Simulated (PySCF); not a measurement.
Molecule: CH3CH2CF(CH3)2 (SMILES CCC(C)(C)F).

Geometry:
```csv
atom,x (Å),y (Å),z (Å)
C1,1.981,-0.568,0.182
C2,0.933,0.436,-0.268
C3,-0.472,0.181,0.276
C4,-1.420,1.302,-0.109
C5,-1.027,-1.178,-0.114
F6,-0.378,0.193,1.671
H7,2.986,-0.256,-0.140
H8,1.986,-0.650,1.278
H9,1.801,-1.571,-0.232
H10,1.227,1.446,0.062
H11,0.877,0.474,-1.369
H12,-1.548,1.351,-1.200
H13,-2.406,1.142,0.351
H14,-1.028,2.269,0.239
H15,-0.396,-1.985,0.282
H16,-1.082,-1.280,-1.208
H17,-2.039,-1.305,0.299
```

Geometry PBE0-D3(BJ)/def2-SVP throughout; GIAO in PySCF 2.14.0 with density-fitted response routines, gas phase, one conformer, non-relativistic; equivalent atoms averaged; functional PBE0.

(1) How do the shifts δ (against TMS, CFCl3 at the same level) depend on the basis set? (ppm; last column core-seconds on shared hosts with different chips, so compare them loosely)

(2) Which nucleus moves most, in ppm?

(3) Taking the largest basis, IGLO-III (320 functions), as the yardstick, rank the others by their worst heavy-atom deviation.

Results:

(1) 
| basis set | functions | C3 | C2 | C4/C5 | C1 | F6 | H12/H13/H14/H15/H16/H17 | H10/H11 | H7/H8/H9 | core-s |
| --- | --- | --- | --- | --- | --- | --- | --- | --- | --- | --- |
| STO-3G | 41 | 65.7 | 29.0 | 22.8 | 17.4 | -118.0 | 0.85 | 0.85 | 0.76 | 2.6 |
| 6-31G | 76 | 88.2 | 35.0 | 28.1 | 10.1 | -193.4 | 1.42 | 1.62 | 1.22 | 5.2 |
| pcSseg-0 | 76 | 93.5 | 37.4 | 31.8 | 10.8 | -199.3 | 1.50 | 1.43 | 1.20 | 7.3 |
| 6-31G* | 106 | 86.3 | 34.0 | 26.8 | 9.8 | -177.7 | 1.24 | 1.54 | 1.07 | 7.4 |
| def2-SVP | 139 | 88.1 | 34.7 | 26.9 | 8.7 | -163.6 | 1.15 | 1.31 | 0.93 | 9.9 |
| cc-pVDZ | 139 | 90.9 | 37.0 | 27.7 | 10.0 | -171.2 | 1.16 | 1.38 | 0.96 | 17 |
| pcSseg-1 | 157 | 91.5 | 36.3 | 27.8 | 9.1 | -181.0 | 1.24 | 1.32 | 1.06 | 34 |
| 6-311+G(2d,p) | 228 | 91.9 | 36.1 | 26.6 | 8.2 | -176.7 | 1.18 | 1.48 | 0.96 | 21 |
| aug-cc-pVDZ | 237 | 90.5 | 36.2 | 26.1 | 8.7 | -167.3 | 1.26 | 1.54 | 1.03 | 43 |
| def2-TZVP | 252 | 94.0 | 36.9 | 27.3 | 8.9 | -173.7 | 1.19 | 1.50 | 0.97 | 27 |
| IGLO-III | 320 | 95.4 | 37.7 | 28.0 | 8.8 | -176.3 | 1.20 | 1.50 | 0.98 | 67 |

(2) F6 (fluorine on an sp3 carbon): from -199.3 ppm with pcSseg-0 to -118.0 ppm with STO-3G. The smallest spread is 0.45 ppm, at H7/H8/H9. Proton shifts span only some 12 ppm, so a few tenths of a ppm matter as much there as several ppm in carbon.

(3) def2-TZVP 2.6 ppm (252 functions), 6-311+G(2d,p) 3.5 ppm (228 functions), pcSseg-1 4.6 ppm (157 functions), cc-pVDZ 5.1 ppm (139 functions), aug-cc-pVDZ 9.0 ppm (237 functions), 6-31G* 9.0 ppm (106 functions), def2-SVP 12.7 ppm (139 functions), 6-31G 17.0 ppm (76 functions), pcSseg-0 23.0 ppm (76 functions), STO-3G 58.3 ppm (41 functions).

A small basis that lands close on one nucleus may do so by chance; judge by the trend and by all nuclei.
